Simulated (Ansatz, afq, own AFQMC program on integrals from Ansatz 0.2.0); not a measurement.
# NH3⁺, doublet: AFQMC among the cluster methods

```yaml
atoms:
  - { symbol: N, position_ang: [0.0000, 0.0000, 0.0000] }
  - { symbol: H, position_ang: [1.0240, 0.0138, -0.0001] }
  - { symbol: H, position_ang: [-0.5239, 0.8799, -0.0028] }
  - { symbol: H, position_ang: [-0.5001, -0.8937, 0.0028] }
```

Basis 6-31G. Only valence electrons are correlated. Integrals, coupled cluster, full CI and functionals: Ansatz 0.2.0; the random walks run on the same integrals in our own AFQMC program. ph-AFQMC/CISD is guided by a CISD state made of CCSD amplitudes; releasing the constraint for a short imaginary time cuts its bias at the price of noise, slowly where states lie close. Free AFQMC starts from the CCSD state and is never constrained. Its projection time is finite, and what remains of the start isn't in its error. Error bars are statistical, one sigma.

Determinant: UHF, the one that the program's search chose, which needn't be the lowest solution. The geometry is a point of a scan.

Full CI on the same integrals is exact in this basis and with this determinant's frozen core.

```
T1 diagnostic                               : 0.0071
weight of the determinant in the CISD state : 0.959
⟨S²⟩ of the determinant                     : 0.760
size of the correlated space                : 7 electrons in 14 orbitals
```

```csv
level,correlation energy (eV)
MP2,-2.3603
CCSD,-2.8075
CCSD(T),-2.8302
```

Estimate where AFQMC with the constraint released lies against CCSD(T) on the same integrals.

0.9 ± 0.07 kJ/mol below CCSD(T).

Reference: full CI, correlation energy -2.839 eV. The released energy is read at 2.40 1/Eh (meV from the phaseless value at times in 1/Eh: 1.7 ± 0.7 at 0.24, 0.9 ± 0.5 at 0.51, 1.1 ± 0.6 at 0.99, 1.2 ± 0.5 at 1.62, 0.6 ± 0.7 at 2.40).

```tsv
level	E − E(reference) (kJ/mol)	share of correlation (%)
CCSD(T)	0.9	99.69
CCSDT	0.4	99.84
CCSDT(Q)	0.0	99.99
CCSDTQ	0.0	100.00
ph-AFQMC/HF	0.3 ± 1.7	99.90
ph-AFQMC/CISD	-0.1 ± 0.07	100.04
released AFQMC	0.0 ± 0.07	100.02
free AFQMC	-0.1 ± 0.07	100.04
```

CCSDT and higher add their correlation energy to the determinant of the CCSD(T) run, since their own runs factorise the integrals more tightly (a shift of under 2 meV). Free projections are given only where their last times agree within the noise and don't stop above the reference; a slow remainder of the start can still hide under it. A walk keeps the symmetry of its determinant, which the program's search chose and which needn't be the lowest solution, so a lower state of the same spin and another symmetry isn't excluded. Released energies are given only where the last usable release times agree within the noise; a slower fall can still hide under it.
